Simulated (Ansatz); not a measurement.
The first iterations of a band of CH5BO (8 atoms, charge 0, multiplicity 1).

These are results of RKS PBE-D4/def2-SVP in Ansatz, not measurements.

* movable images: 9
* climbing image: yes
* spring: 5.0 eV/Å²
* optimiser: quadratic models (default)
* start path: through a guess of the saddle point
* force threshold: 0.2 eV/Å
* iteration limit: 60
* end points: relaxed

Initial state:

```xyz
8
Properties=species:S:1:pos:R:3
B 0.431 -0.022 -0.053
C 0.707 -0.059 1.497
H -0.168 -0.315 2.131
H 1.517 -0.790 1.714
H 1.106 0.923 1.834
H 1.306 0.274 -0.854
O -0.772 -0.314 -0.623
H -1.449 -0.543 0.042
```

Final state:

```xyz
8
Properties=species:S:1:pos:R:3
B -1.150 0.008 -1.694
C 1.156 -0.168 1.495
H 0.432 -1.007 1.529
H 1.734 -0.183 2.438
H 0.643 0.812 1.427
H 1.839 -0.296 0.636
O -1.346 0.017 -0.408
H -0.631 -0.028 0.267
```

| iteration | highest image above the first end (eV) | largest band force component (eV/Å) |
| --- | --- | --- |
| 1 | 37.696 | 158.509 |
| 2 | 12.721 | 52.523 |
| 3 | 7.048 | 27.005 |
| 4 | 5.002 | 11.754 |
| 5 | 5.903 | 22.264 |
| 6 | 4.646 | 5.170 |

Problem. Does the band converge within its limit, and where does its top end?

Solution. The forces met the threshold. It ended after 20 iterations with the highest image 4.023 eV above the first end. The threshold of 0.2 eV/Å is loose, so the images may lie well off the minimum-energy path. The profile has 2 maxima (images 1, 4) with wells between them (image 2): this band takes more than one step, which may be the mechanism or a detour left from its start path. Neighbouring images differ by up to 3.8 eV, so the band resolves the path poorly. Another band between the same ends (9 images) ends at a top of the same energy, where a vibrational analysis finds 1 clearly imaginary mode. The orbitals stay closed-shell, which can raise the energy where a bond breaks towards radicals; this wasn't checked here.

Run time: 4 min on 1 thread of Arm Neoverse V1 (shared host), peak memory 0.12 GiB.
